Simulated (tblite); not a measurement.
CH₆PSi (charge -1).
Cartesian coordinates in Å at the GFN2-xTB level; atoms count from 1:
```xyz
9
CH6PSi angstrom
Si    -0.9879    0.4097    0.1991
C      0.4259   -0.7593   -0.2123
P      1.9682   -0.2175    0.6961
H     -2.2176    0.0370   -0.5559
H     -0.7212    1.7994   -0.1961
H     -1.3619    0.3748    1.6152
H      0.2093   -1.7706    0.1414
H      0.6263   -0.8225   -1.2853
H      2.0725    0.9549   -0.0002
```

All values are computed: GFN2-xTB (tblite) harmonic vibrations without scaling, gas phase. Against measured fundamentals such values can be off by several per cent, at times by over 20. Modes of hydrogen on phosphorus and silicon can be 10 to 20 % off. One conformer, not necessarily the lowest.

Harmonic wavenumbers (cm⁻¹): 126.1, 144.4, 261.4, 499.1, 523.2, 659.4, 704.0, 760.2, 788.5, 815.3, 833.4, 900.4, 1072.4, 1141.4, 1451.4, 1989.9, 2178.7, 2217.3, 2328.0, 2889.8, 2932.3.

A = 19837, B = 3180, C = 2929 MHz; mass 76.998 u (most abundant isotopes); point group C1, symmetry number 1.

Problem. What is the zero-point energy?

Solution. ½Σν̃ = 12608 cm⁻¹ = 36.05 kcal/mol.

Problem. Entropy at 400 K, 1 bar (ideal gas, RRHO, classical rotation)?

Solution. Translation 40.42, rotation 25.84, vibration 15.07: S = 81.3 cal/(mol K).

Problem. And Cp and H(400 K) − H(0)?

Solution. Cp = 25.96 cal/(mol K), of which vibrations give 18.01 (their classical limit is 21 R = 41.7); H(400 K) − H(0) = 6.62 kcal/mol without the zero-point energy, 3.44 from vibrations.

Problem. How do the functions run with temperature in this model?

Solution. 
```
T (K)  S (cal/(mol K))  Cp (cal/(mol K))  H − H(0) (kcal/mol)  G − H(0) (kcal/mol)  ln q(vib)
  100             57.4              11.7                 0.94                -4.80       0.34
  200             66.9              16.3                 2.34               -11.04       1.20
  300             74.5              21.6                 4.24               -18.12       2.19
  500             87.5              29.4                 9.40               -34.36       4.34
  800            103.0              36.6                19.39               -63.04       7.54
 1000            111.5              39.6                27.02               -84.52       9.52
```

q(vib) and H(0) count from the zero-point level.

Problem. Which modes carry the vibrational entropy at 400 K?

Solution. 126.1 cm⁻¹: 3.58; 144.4 cm⁻¹: 3.31; 261.4 cm⁻¹: 2.18; 499.1 cm⁻¹: 1.07; 523.2 cm⁻¹: 1.00; 659.4 cm⁻¹: 0.68 cal/(mol K); the other 15 give 3.25 together.

Hindered rotation and anharmonicity are outside this model. Other conformers, if any are populated, would add a mixing term that is left out. The structure is chiral; the term R ln 2 for an equal mix with its mirror image is left out.
